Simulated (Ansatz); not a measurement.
fcc Ir was calculated with HSE06-D3(BJ) in Ansatz (PAW).

The input as run:

Ansatz 0.2 input:
```yaml
crystal:
  lattice:
    - [0.0, 1.8940205758, 1.8940205758]
    - [1.8940205758, 0.0, 1.8940205758]
    - [1.8940205758, 1.8940205758, 0.0]
  atoms:
    - { symbol: Ir, position: [0.0, 0.0, 0.0] }
basis:
  ecutwfc: 460
  ecutrho_ratio: 4
  xc_grid: 2
kpoints:
  mp_grid: { grid: [14, 14, 14] }
hamiltonian:
  xc: hse06
  dispersion: d3bj
  pseudopotentials: { kind: paw }
scf:
  occupations: { method: fermi_dirac, width: 0.05 }
  convergence: { dr2_threshold: 0.0000000001 }
output:
  forces: false
  stress: true
  eigenvalues: true
```

Excerpt of the program's output:

```
WARN output.stress: scf.exx.energy_threshold = 1e-6 eV is looser than the 1e-8 eV advised for a stress under a hybrid functional (1e-8 eV for each atom of the …
Crystal: 1 atoms, lattice volume = 13.589 Å³
Basis set: ecut = 460 eV, 307 PW (Γ), exchange–correlation on 40×40×40 points (8 copies of the dense FFT grid, shifted against one another)
Bands: 13, of which v1, the nominal top of the filled ones, is band 9 counted from 1 (8 counted from 0)
Symmetry: 48 space group operations
Space group: Fm-3m (ITA 225), of the structure as read, at distance tolerance 2.4e-5 Å
k-points: 104 of 2744
SCF iter   1: F=—  HF=-11936.256082 eV  |F-HF|=—  |Δ(HF+E_count)|=         —  Δρ=7.29e-3  dr2=3.75e-3
SCF iter   2: F=—  HF=-11936.255400 eV  |F-HF|=—  |Δ(HF+E_count)|=   6.82e-4  Δρ=2.45e-3  dr2=1.71e-4
  ...
SCF 1 converged in 6 iterations: F = -11936.255612 eV  dr2 = 2.02e-12
Crystal: 1 atoms, lattice volume = 13.589 Å³
Initial density: handed on by an earlier stage of this run
Crystal: 1 atoms, lattice volume = 13.589 Å³
SCF iter   4: F=—  HF=-11937.937173 eV  |F-HF|=—  |Δ(HF+E_count)|=  6.13e-10  Δρ=2.48e-6  dr2=5.91e-10
SCF iter   5: F=-11937.937173 eV  HF=-11937.937173 eV  |F-HF|=4.73e-11  |Δ(HF+E_count)|=  1.89e-10  Δρ=6.41e-7  dr2=5.15e-11
SCF 3 converged in 5 iterations: F = -11937.937173 eV  dr2 = 5.15e-11
Free energy (F): -11937.937173 eV
Internal energy: -11937.929966 eV  (E = F + TS)
E sigma→0 (E₀):  -11937.933570 eV
Fermi energy:    26.661336 eV
--- Stress (GPa, compression-positive) ---
       -0.002521       0.000000      -0.000000
       -0.000000      -0.002521       0.000000
       -0.000000       0.000000      -0.002521
  P = ⅓ Tr σ = -0.0025 GPa (-0.025 kbar)
```

The PAW data were made under PBE.

Note: the run warned that the count of filled bands differs between k points.

Ansatz is a quantum-chemistry and plane-wave program.
